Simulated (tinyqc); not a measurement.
Inside a calculation. Method: geometry optimisation on the RHF/sto-3g surface (energies and gradients from PySCF), for NH3, spin multiplicity 1. Computed by tinyqc, a small Python program that keeps every step (integrals from PySCF). Settings: charge = 0, multiplicity = 1, basis = sto-3g, optimiser = bfgs, first Hessian = 0.15, largest step = 0.1, iteration cap = 30. Command: `OMP_NUM_THREADS=1 python tinyqc.py 23285 23286 out.jsonl` (the two numbers bound the seeds that draw the settings). One thread of a shared host (Intel(R) Xeon(R) Processor @ 2.60GHz), about 0.7 s of CPU time with the checks.

## Step 1: energy and gradient

positions at the start (bohr):
```
            x          y          z
1N   0.007559   0.062361   0.568808
2H   1.782012   0.018897   0.024566
3H  -0.965650   1.542017  -0.003779
4H  -0.916517  -1.557134   0.032125
```

Self-consistent energy and analytic gradient at these positions.

energy = -55.44723848 hartree

gradient (hartree/bohr):
```
              x            y            z
1N   0.03470837   0.04919255  -0.04888061
2H  -0.04141561  -0.00548678   0.02398516
3H   0.01340289  -0.03712183   0.02230792
4H  -0.00669566  -0.00658393   0.00258753
```

## Step 1: move

Quasi-Newton step p = -H^(-1) g (first H = 0.15 times the unit matrix); steps longer than 0.1 bohr are cut back (factor 0.146 here).

positions after step 1 (bohr):
```
            x          y          z
1N  -0.026338   0.014319   0.616545
2H   1.822459   0.024256   0.001142
3H  -0.978739   1.578270  -0.025566
4H  -0.909978  -1.550704   0.029598
```

## Step 2: energy and gradient

As before.

energy = -55.45172318 hartree

gradient (hartree/bohr):
```
              x            y            z
1N  -0.01652449  -0.02539467  -0.02873018
2H   0.01222267  -0.00092676   0.00589986
3H  -0.00597287   0.00476879   0.00656105
4H   0.01027470   0.02155264   0.01626927
```

## Step 2: move

inverse Hessian in use (bohr^2/hartree), lower triangle:
```
            1          2          3          4          5          6          7          8
1    5.646675
2   -1.485226   4.505542
3    0.393971   0.614121   7.580016
4    1.066843   1.559277  -0.258492   5.572955
5    0.090295   0.134233   0.037637  -0.083991   6.663608
6   -0.357660  -0.534268  -0.216722   0.322941   0.007511   6.659440
7   -0.385694  -0.561933   0.140611   0.402205   0.033574  -0.132458   6.520888
8    0.832211   1.221833  -0.057023  -0.832325  -0.055677   0.203751   0.312612   6.053284
9   -0.311124  -0.466398  -0.231883   0.274673   0.003583   0.008155  -0.114883   0.166480
10   0.338843   0.487882  -0.276089  -0.375337  -0.039878   0.167178   0.129268  -0.312497
11   0.562720   0.805058  -0.594736  -0.642961  -0.075498   0.323005   0.215746  -0.552775
12   0.274813   0.386545  -0.464745  -0.339121  -0.048732   0.215793   0.106731  -0.313209

           9         10         11        12
9   6.688086
10  0.151334   6.573892
11  0.296334  -0.135506   6.489881
12  0.202308  -0.042423  -0.024603  6.713310
```

Quasi-Newton step p = -H^(-1) g (the inverse Hessian comes from BFGS updates; coordinates in the order x, y, z of each atom); steps longer than 0.1 bohr are cut back (factor 0.288 here).

positions after step 2 (bohr):
```
            x          y          z
1N  -0.017189   0.030730   0.694392
2H   1.824620   0.028984  -0.022753
3H  -0.975919   1.591001  -0.049664
4H  -0.924108  -1.584575  -0.000255
```

## Convergence

Stop when the largest gradient component is below 3e-5 hartree/bohr. The inverse Hessian follows the BFGS update with s = step, y = change of gradient.

Course of the optimisation:
```
step   E (hartree)  largest gradient (hartree/bohr)
1     -55.44723848                         4.92e-02
2     -55.45172318                         2.87e-02
3     -55.45342859                         2.02e-02
4     -55.45506152                         1.16e-02
5     -55.45529998                         1.06e-02
6     -55.45287553                         4.63e-02
7     -55.45541569                         1.61e-03
8     -55.45541942                         3.58e-04
9     -55.45541977                         3.73e-05
10    -55.45541978                         1.01e-05
```

Final distances (angstrom):
```
pair   distance
2H-1N  1.032531
3H-1N  1.032525
3H-2H  1.629084
4H-1N  1.032528
4H-2H  1.629106
4H-3H  1.629116
```

Converged in 10 steps.
